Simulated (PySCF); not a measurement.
B3LYP has the VWN-RPA correlation part, as in Gaussian. 

Cartesian coordinates (Å):
```xyz
13

C     -0.6982     1.3313     0.5932
C     -0.0632     0.2057    -0.1484
C     -0.6607    -1.0326    -0.7380
C      0.4433    -1.1194     0.2692
C      1.3790    -0.1329    -0.3570
H     -1.6255     1.0070     1.0718
H     -0.9416     2.1640    -0.0715
H     -0.0298     1.7111     1.3697
H     -1.6582    -1.2921    -0.3966
H     -0.4602    -1.2989    -1.7756
H      0.4666    -1.5837     1.2407
H      1.7597    -0.3198    -1.3609
H      2.0865     0.3597     0.3029
```
Charge 0, multiplicity 1.

Problem. Give the dipole moment, total energy and LUMO at the level B3LYP-D3(BJ)/def2-TZVP (PySCF 2.14.0).

Solution. 
```json
{
  "dipole_moment": "0.82 D",
  "total_energy": "-195.3569 Ha",
  "LUMO": "1.13 eV"
}
```
